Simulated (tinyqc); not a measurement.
Inside a calculation. Method: Pariser-Parr-Pople SCF with singles CI, for the molecule c1ccoc1 (SMILES; centres numbered as the heavy atoms are written). One step of it, computed by the program tinyqc.

Problem. Iteration 2: orbitals and new P. Diagonalise F (the basis is taken as orthonormal) and form P = 2 sum c c over the lowest orbitals; 0.5 of the old P is kept.

F (eV), lower triangle:
```
           1C         2C         3C          4O         5C
1C  -5.520366
2C  -3.922076  -5.518837
3C  -0.194663  -5.493943  -6.485973
4O   0.562027   0.561934  -3.321924  -10.527849
5C  -5.493497  -0.194830   0.927402   -3.322484  -6.484622
```

pi electrons, sum of z_r less the charge = 6

P after iteration 1, lower triangle:
```
           1C         2C         3C        4O        5C
1C   0.773816
2C   0.405697   0.773495
3C   0.070523   0.821709   1.296208
4O  -0.189750  -0.189746   0.248697  1.860653
5C   0.821813   0.070609  -0.336024  0.248782  1.295829
```

Give: orbital energies; P after iteration 2.

Solution.

orbital energies (eV): -14.9397  -10.8506  -10.5494  0.2629  1.5392

P after iteration 2, lower triangle:
```
         1C       2C       3C      4O      5C
1C   0.8962
2C   0.4526   0.8959
3C   0.0088   0.8227   1.2104
4O  -0.2261  -0.2261   0.3341  1.7875
5C   0.8228   0.0088  -0.3463  0.3342  1.2101
```
